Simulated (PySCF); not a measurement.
**CHFO2, a complex of two parts: interaction energy**

One table from this session's results is given with a row withheld; the runs are named, their logs left out.

Computed with PySCF 2.14.0; each step states its level. No surroundings beyond the atoms listed, unless a continuum is named. Atoms count from 0, parts from 1.

## Starting point

5 atoms, charge 0, multiplicity 1; geometry: GFN2-xTB. Parts: 1 = atoms 0–2, `O=C=O`, charge 0; 2 = atoms 3–4, `F`, charge 0.

The first run:

The job: settings as JSON, then the geometry in Å.

```
{"job": {"xc": "PBE0", "basis": "def2-TZVPD", "d3": "d3bj", "grid": 3, "kind": "geom", "shake": 0.01}, "charge": 0, "multiplicity": 1, "parts": [{"atoms": "0-2", "charge": 0, "multiplicity": 1}, {"atoms": "3-4", "charge": 0, "multiplicity": 1}]}
O     -0.300506    -0.477867     0.849503
C      0.246784     0.089195     0.013095
O      0.801895     0.633393    -0.817530
F     -1.552084    -1.783451     2.918235
H     -1.180837    -1.342439     2.197022
```

Started as:

```
> OMP_NUM_THREADS=1 python cluster_run.py task.json out
```

This one command runs all jobs of the session in turn.

Among the steps run: Relaxing the molecule at PBE0-D3(BJ)/def2-TZVPD; Coupled-cluster interaction energy: CCSD(T) and MP2, 1.96 Å; Coupled-cluster interaction energy: CCSD(T) and MP2, 2.06 Å; Coupled-cluster interaction energy: CCSD(T) and MP2, 2.16 Å; Coupled-cluster interaction energy: CCSD(T) and MP2, 1.86 Å; Coupled-cluster interaction energy: CCSD(T) and MP2, 2.45 Å; Coupled-cluster interaction energy: CCSD(T) and MP2, 1.77 Å; Coupled-cluster interaction energy: CCSD(T) and MP2, 2.94 Å; Coupled-cluster interaction energy: CCSD(T) and MP2, 3.93 Å.

One of the session's tables, all rows but one given; the rest of the session is left out.

It belongs to the step «Coupled-cluster interaction energy: CCSD(T) and MP2, 3.93 Å». 

| method | interaction energy (kcal/mol) |
| --- | --- |
| HF/aug-cc-pVDZ | -0.57 |
| MP2/aug-cc-pVDZ | ? |
| CCSD/aug-cc-pVDZ | -0.52 |
| CCSD(T)/aug-cc-pVDZ | -0.52 |
| HF/aug-cc-pVQZ | -0.56 |
| MP2/aug-cc-pVQZ | -0.49 |
| SCS-MP2/aug-cc-pVQZ | -0.48 |
| MP2, extrapolated | -0.49 |
| CCSD(T), limit estimate | -0.51 |

**Question.** Estimate the row for MP2/aug-cc-pVDZ.

**Answer.** interaction energy (kcal/mol): -0.50. In the column «interaction energy (kcal/mol)» it lies between CCSD(T), limit estimate (-0.51) and MP2/aug-cc-pVQZ (-0.49).
